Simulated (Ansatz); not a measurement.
Reaction (SMILES): O (H2O) + H+ → [OH3+]
B3LYP-D3(BJ)/def2-TZVP geometries, fixed; electronic energies without zero-point terms; positive where energy is released.
Largest species:
```
O
H 1 0.9812
H 1 0.9812 2 113.40
H 1 0.9812 2 113.40 3 131.22
```
Charge +1, spin multiplicity 1.

Basis-set convergence of the proton affinity at CCSD(T) with Ansatz (a quantum-chemistry and plane-wave program). Cartesian d functions, on some or all atoms, in 6-31G*, 6-31G**; all else is spherical. Cores are frozen. No added dispersion term, no relativity. Functions are those of the species that has most. Reference: Hartree-Fock in aug-cc-pVQZ plus the correlation part extrapolated as X^-3 from aug-cc-pVTZ and aug-cc-pVQZ, 171.37 kcal/mol, itself unsure by roughly 0.10 kcal/mol (a third of the extrapolation step and of the last Hartree-Fock step). Deviations are taken from unrounded values.

```csv
basis,functions
STO-3G,8
3-21G,15
6-31G,15
6-31G*,21
6-31G**,30
6-311G**,36
def2-SVPD,47
aug-pcseg-1,50
def2-TZVPD,67
def2-TZVPPD,91
aug-pcseg-2,115
def2-QZVPPD,165
aug-pcseg-3,232
```

Which is the smallest set listed that can be trusted to 2 kcal/mol here, that is, within that of the reference together with its larger relatives (same family, alike in diffuse functions; a set with none to test it counts only in the reference's own line)?

The smallest set listed that lies within 2 kcal/mol of the reference with all its larger relatives (same family, alike in diffuse functions; a set with none counts only in the reference's own line) is def2-SVPD (47 functions, -0.10 kcal/mol off). Value minus reference: STO-3G 66.32, 3-21G 21.46, 6-31G 8.87, 6-31G* 3.92, 6-31G** 9.39, 6-311G** 8.22, def2-SVPD -0.10, aug-pcseg-1 -2.47, def2-TZVPD -0.55, def2-TZVPPD 0.49, aug-pcseg-2 0.36, def2-QZVPPD 0.46, aug-pcseg-3 0.66 kcal/mol.
